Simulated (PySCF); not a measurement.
## Multinuclear NMR of tetrafluoroethene

Geometry (Å), atoms numbered from 1 in this order:
```xyz
6

F    -1.607   -0.597    0.466
C    -0.630   -0.025   -0.213
F    -1.049    0.491   -1.353
C     0.631    0.026    0.205
F     1.050   -0.491    1.346
F     1.609    0.598   -0.473
```

Calculated, not measured (PySCF): geometry: GFN2-xTB, PBE0/pcSseg-1 with gauge-including orbitals, J: B3LYP/pcJ-1. Isolated molecule, a single conformation, one averaged value for each set of equivalent atoms, non-relativistic.

Problem. Where does 19F resonate?

Solution. 
```
      atoms       environment  σ (ppm)  δ (ppm)
F1/F3/F5/F6  vinylic fluorine    309.6   -133.4
```

Shieldings were converted by a linear fit to measured shifts: 19F (scatter 6.0 ppm rms, 7.0 ppm with the 5 outliers that the fit left out vs CFCl3, solution or neat liquid, with a term for F on sp3 carbon). Occasional misses reach two or three times the rms, and more in compound classes unlike the fitted ones. Couplings are scaled by factors fitted to measured values: 1J(C,F) × 0.77 (rms 8.7 Hz), 2J(C,F) × 1.14 (rms 1.9 Hz, 10.1 with 1 outliers); all others are unscaled and can be 10–30 % off.

Couplings (the largest are listed; each averaged over equivalent pairs): 1J(F1,C2) = -278.9 Hz, 2J(F1,C4) = 58.8 Hz, 2J(F1,F3) = 52.1 Hz, 3J(F1,F6) = -156.2 Hz, 3J(F1,F5) = 123.3 Hz.

On a 300 MHz spectrometer 19F resonates near 282.3 MHz, so 1 ppm is 282.3 Hz.
